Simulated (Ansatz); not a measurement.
# BH5P: the cost of one run

Computed with the Python package of Ansatz 0.2.0. The levels of theory stand in the script.

### Step 1. The structure

Bond lengths: B1–P2 1.939 Å, B1–H3 1.191 Å, B1–H4 1.191 Å, B1–H5 1.191 Å, P2–H6 1.453 Å, P2–H7 1.453 Å. Angles: B1–P2–H6 93.9°, B1–P2–H7 93.9°, H6–P2–H7 93.8°, P2–B1–H3 109.4°, P2–B1–H4 109.4°, P2–B1–H5 109.7°, H3–B1–H4 109.4°, H3–B1–H5 109.4°, H4–B1–H5 109.4°.

The script holds or builds the structure itself.

### Step 2. The script

Contents of bh5p_cas.py:

```python
'''Active-space calculation on BH5P(-).'''

import logging
import sys

import ansatz as az

logging.basicConfig(stream=sys.stdout, format='[%(levelname)s] %(message)s')
logger = logging.getLogger('ansatz_job')
logger.setLevel(logging.INFO)

BASIS_SET = 'def2-SVP'
NET_CHARGE = -1

GEOMETRY = '''
B    -0.73180   -0.12820   -0.04500
P     1.09770    0.06460   -0.65830
H    -1.42440    0.65850   -0.61070
H    -1.11370   -1.23200   -0.27820
H    -0.78440    0.06960    1.12870
H     1.30870    1.31540    0.05020
H     1.64790   -0.74790    0.41320
'''

mol = az.Crystal.molecule()
for line in GEOMETRY.strip().splitlines():
    symbol, *xyz = line.split()
    mol = mol.atom(symbol, [float(v) for v in xyz])

setup = (
    mol.calculation()
    .basis(gaussian=BASIS_SET)
    .charge(NET_CHARGE)
    .scf(lower_state_search='standard')
    .correlation(active_electrons=4, active_orbitals=4)
)
for method in [None, 'sc_nevpt2']:
    rep = (setup if method is None else setup.correlation(method)).run().report
    space = rep['configurations']
    state = space['states'][0]
    print(method or 'casscf', f'total {rep["free_energy_ev"] / 27.211386246:.6f} Ha, active-space state {state["energy"]["hartree"]:.6f} Ha, mean field {rep["reference_energy_ev"] / 27.211386246:.6f} Ha')
    print('  determinants', state['n_determinants'], ' natural occupations', [round(n, 3) for n in space['natural_occupations']])
```

### Step 3. The calls as engine input

The package turns the script's settings into the engine's input (first run):

```yaml
crystal:
  periodic: [false, false, false]
  atoms:
    - { symbol: B, position_ang: [-0.7318, -0.1282, -0.045] }
    - { symbol: P, position_ang: [1.0977, 0.0646, -0.6583] }
    - { symbol: H, position_ang: [-1.4244, 0.6585, -0.6107] }
    - { symbol: H, position_ang: [-1.1137, -1.232, -0.2782] }
    - { symbol: H, position_ang: [-0.7844, 0.0696, 1.1287] }
    - { symbol: H, position_ang: [1.3087, 1.3154, 0.0502] }
    - { symbol: H, position_ang: [1.6479, -0.7479, 0.4132] }
basis:
  gaussian:
    orbitals: def2-SVP
total_charge: -1.0
correlation:
  active_space:
    window:
      electrons: 4
      orbitals: 4
scf:
  lower_state_search: standard
```

### Step 4. Launch

Run with:

```bash
$ python bh5p_cas.py
```

Q: Estimate wall time and peak memory on 1 thread of Arm Neoverse V1, shared host.

About 3.7 s, with a peak of 0.16 GiB.
